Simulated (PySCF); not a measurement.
# N: ionisation energy

N [He] 2s2 2p3 (4S) → N⁺ [He] 2s2 2p2 (3P), as a difference of total energies. Computed with PySCF 2.14 in ANO-RCC-VTZP, with the spin-free X2C one-electron Hamiltonian (Gaussian nucleus). Correlated levels: valence: 1s2 frozen. The calculations carry no spin-orbit coupling.

| method | ionisation energy (eV) |
| --- | --- |
| UHF | 13.894 |
| MP2 (valence) | 14.586 |
| SCS-MP2 (valence) | 14.327 |
| CCSD (valence) | 14.446 |
| CCSD(T) (valence) | 14.469 |
| CCSDT (valence) | 14.470 |

Q: How much does correlation contribute at CCSD(T) (valence)?

A: 14.469 − (13.894) = 0.575 eV, measured against UHF.

A first-order spin-orbit estimate (lowest level to lowest level, LS coupling) adds -0.012 eV.

Errors of the correlated levels include the incompleteness of this basis and the frozen core.

For comparison: 14.534 eV (measured; NIST Atomic Spectra Database, ionization energies).
